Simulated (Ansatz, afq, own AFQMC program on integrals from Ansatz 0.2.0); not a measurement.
## TaCl, septet → TaCl⁺, sextet

```
atom   x (Å)   y (Å)   z (Å)
  Ta  0.0000  0.0000  0.0000
  Cl  0.0000  0.0000  2.8752
```

E(sextet, charge +1) − E(septet, charge +0) at this geometry, on UHF and UHF determinants.

Basis def2-SVP with its core potentials. Only valence electrons are correlated. AFQMC by an in-house program on the Cholesky factors that Ansatz 0.2.0 writes for its CCSD(T) run. The CISD trial takes its coefficients from CCSD amplitudes. Released means that phaseless walkers are propagated on without the constraint, phases kept. Error bars are statistical, one sigma. No spin–orbit coupling. The metal's outer-core s and p shells are frozen, which shifts wave-function levels against functionals. The errors of all members are added in quadrature.

No full CI on the walks' own integrals is used here; CCSDT(Q) serves as the reference and is uncertain by about the last step of the cluster series. Each member takes its own surest rung, up to full CI.

Errors are counted within def2-SVP, not against nature.

Cautions: no spin-orbit coupling; outer-core shells of the metal frozen; TaCl (septet): another spin lies lower, the ph-AFQMC/CISD walk drifts between its halves (2.1 errors), its ph-AFQMC/CISD value lies 28 ± 7 meV above CCSDT(Q); TaCl⁺ (sextet): lower spins were not checked; this needn't be the first ionization.

Reference (CCSDT(Q)): 5.622 eV.

| level | vertical ionization energy (eV) | error against CCSDT(Q) (eV) |
| --- | --- | --- |
| HF | 5.070 | -0.553 |
| MP2 | 5.548 | -0.075 |
| CCSD | 5.609 | -0.013 |
| CCSD(T) | 5.619 | -0.004 |
| CCSDT | 5.622 | 0.000 |
| ph-AFQMC/CISD | 5.588 ± 0.009 | -0.034 ± 0.009 |
| released AFQMC | 5.619 ± 0.016 | -0.003 ± 0.016 |

Correlation beyond CCSD(T) adds 0.004 eV. The perturbative (T) step is worth +0.009 eV.

A walk keeps the symmetry of its determinant, which the program's search chose and which needn't be the lowest solution, so a lower state of the same spin and another symmetry isn't excluded. Released energies are given only where the last usable release times agree within the noise; a slower fall can still hide under it.
